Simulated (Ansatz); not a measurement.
Results of LDA (plane waves, PAW; Ansatz, a first-principles code) for rhombohedral A7 Sb.

Settings: plane-wave cutoff 520 eV, 16×16×16 k mesh, Fermi–Dirac smearing 0.05 eV, scalar-relativistic PAW data made under PBE.

The cell is scaled about its equilibrium volume:

Shape and atoms are relaxed at each volume.

| V (Å³/atom) | P (GPa) | c (Å) | a (Å) |
|---|---|---|---|
| 27.967 | 2.07 | 10.702 | 4.255 |
| 28.550 | 0.97 | 10.827 | 4.274 |
| 29.132 | -0.01 | 10.954 | 4.293 |
| 29.715 | -0.85 | 11.082 | 4.310 |
| 30.298 | -1.58 | 11.218 | 4.326 |

Note: the bulk modulus comes from volumes at which shape and atoms were relaxed.
